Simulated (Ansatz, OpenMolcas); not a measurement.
# From OpenMolcas to Ansatz

This OpenMolcas 26.06 job computes CH4FSi (SMILES C[SiH]F):

coord.xyz:
```
7

C     -0.653500     0.389500    -0.298000
Si     0.917400    -0.594100    -0.104100
F      0.640700    -1.812800     0.909600
H     -1.444900    -0.207800    -0.754100
H     -0.470200     1.260900    -0.931700
H     -1.000700     0.738300     0.679600
H      2.011300     0.226000     0.498700
```

mol.input:
```
>>> EXPORT MOLCAS_PRINT=2
&gateway
baslib = $CurrDir
coord = coord.xyz
basis = STO-3G
group = NoSym
&seward
&scf
uhf
spin = 2
thresholds = 1e-10 1e-07 1e-07 1e-05
prorbitals = 1 1
&alaska
```

```bash
$ export MOLCAS_MEM=1860
$ pymolcas mol.input > mol.log
```

(Basis files named in the input come from the Basis Set Exchange and aren't shown.)

The coordinates come from a PBE0-D4/def2-TZVP relaxation.

The shape isn't stationary at this level (largest force 1.8 eV/Å).

It gives a total energy of -423.348795 Eh.

**Question.** How is this level of theory, on these atoms, set up in Ansatz 0.2.0 as an input file of the program's own, asking for the energy?

**Answer.** For example:

input.yaml:
```yaml
basis:
  gaussian:
    orbitals: STO-3G
crystal:
  periodic: [false, false, false]
  atoms:
    - {symbol: C, position_ang: [-0.653500, 0.389500, -0.298000]}
    - {symbol: Si, position_ang: [0.917400, -0.594100, -0.104100]}
    - {symbol: F, position_ang: [0.640700, -1.812800, 0.909600]}
    - {symbol: H, position_ang: [-1.444900, -0.207800, -0.754100]}
    - {symbol: H, position_ang: [-0.470200, 1.260900, -0.931700]}
    - {symbol: H, position_ang: [-1.000700, 0.738300, 0.679600]}
    - {symbol: H, position_ang: [2.011300, 0.226000, 0.498700]}
total_charge: 0
magnetization:
  spin_polarized: true
  initial_magnetization: 1
hamiltonian:
  xc: hf
accuracy: high
output: {orbitals: {seedname: orbitals}}
```

```bash
$ ansatz run input.yaml --threads 1 --pin off --max-ram 3480MiB --events-out events.jsonl --progress --plain --runs-dir runs
```

Its energy is -423.348795 Eh, the same as the first but for the last digit, at most.
